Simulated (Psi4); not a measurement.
Pair of molecules, SMILES Cl with SMILES S (the first has 2 atoms); geometry from NCB31 set.
(charge 0, multiplicity 1):
```xyz
5

Cl    -1.91164    -0.00001     0.00350
H     -0.62732    -0.00006    -0.10405
S      1.84253     0.00001    -0.10154
H      1.82278    -0.96181     0.83465
H      1.82188     0.96186     0.83462
```

Computed with Psi4 1.11 with SAPT0/jun-cc-pV(D+d)Z.

Give the four SAPT terms and the total, and say what mostly holds the pair together.

electrostatics -5.42, exchange 7.18, induction -2.65, dispersion -1.67, total -2.56 kcal/mol; the largest attraction is electrostatics.
